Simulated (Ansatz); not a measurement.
System: zinc-blende BeTe. Method: r²SCANh (Ansatz, a program for electronic structure, plane waves, PAW).

Numerical settings: plane-wave cutoff 520 eV, 8×8×8 k mesh, Fermi–Dirac smearing 0.01 eV, scalar-relativistic PAW data made under PBE.

Response to compression and expansion:

```
V (Å³/atom)  P (GPa)  direct gap at Γ (eV)  smallest gap on the k mesh (eV)
-----------  -------  --------------------  -------------------------------
21.387          3.43                 4.511                            2.693
22.115          1.11                 4.549                            2.780
22.513          0.00                 4.567                            2.824
23.075         -1.42                 4.590                            2.883
23.638         -2.68                 4.566                            2.938
```

The fundamental gap (2.82 eV at the equilibrium volume, on the SCF mesh) lies elsewhere than Γ–Γ.

Spin–orbit coupling is not included; with these elements it can move the gap by several tenths of an eV or more.
